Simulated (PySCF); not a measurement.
## A barrier at the coupled-cluster level

Start structure (CH₇BO, closed shell), relaxed at PBE0-D4/def2-TZVP:

B1  (-0.135, 0.536, -1.657)
O2  (-1.422, 0.134, -1.644)
H3  (0.741, -0.228, -1.962)
H4  (0.078, 1.674, -1.361)
H5  (-0.548, -0.159, 1.272)
C6  (0.449, -0.265, 1.700)
H7  (-1.537, -0.788, -1.890)
H8  (0.590, -1.287, 2.051)
H9  (0.557, 0.426, 2.535)
H10  (1.200, -0.036, 0.944)
(Å)

The step: BH₃O ([BH2][OH]) + CH₄ → CH₅B ([BH2][CH3]) + H₂O (still joined by a long B–O bond); bonds formed: B1–C6, O2–H5; bonds broken: H5–C6; bonds weakened to dative contacts: B1–O2. Program: PySCF 2.14 with density fitting (its default auxiliary sets; JK sets also for MP2 and CCSD(T)). Basis: def2-TZVPP and def2-QZVPP. Cores are frozen in the correlated methods. Extrapolation: Hartree–Fock as exp(−7.88 √X), correlation as X^−2.97. Energies below are by CCSD(T) at an estimated basis limit (MP2 extrapolated from triple and quadruple zeta, plus CCSD(T) − MP2 in triple zeta).

(1) What are the electronic barrier and the energy of the step, from the start structure to the end structure? (An estimate is asked for; the value comes from the calculation.)

No T1 diagnostic of these runs exceeds 0.013. The start structure is not quite a true minimum (one mode of 45i cm⁻¹).

Answers

(1) The calculation gives: Barrier 52.44 kcal/mol; step energy 24.22 kcal/mol (uphill); reverse barrier, their difference, 28.22 kcal/mol. Barrier and step energy count from the start structure, the reverse barrier from the end structure.

The saddle point: One imaginary mode of 1345i cm⁻¹.
| pair | start (Å) | saddle (Å) | end (Å) |
| --- | --- | --- | --- |
| B1–C6 | 3.50 | 1.77 | 1.59 |
| O2–H5 | 3.06 | 1.24 | 0.96 |
| B1–O2 | 1.35 | 1.58 | 1.72 |
| H5–C6 | 1.09 | 1.38 | 2.77 |

Zero-point energy (harmonic, PBE0-D4): ZPE is 50.82 kcal/mol at the start and 50.20 kcal/mol at the saddle, so the barrier goes from 52.44 to 51.82 kcal/mol.

Labels in which every atom is bracketed show which atoms are joined, not bond orders.

For scale, one of the runs: CCSD(T)/def2-TZVPP, 191 basis functions, launched by `OMP_NUM_THREADS=4 python run.py`. The run took 5.6 min on 4 CPU threads of an Intel Xeon (shared host), with 2 GiB of host memory at its peak.
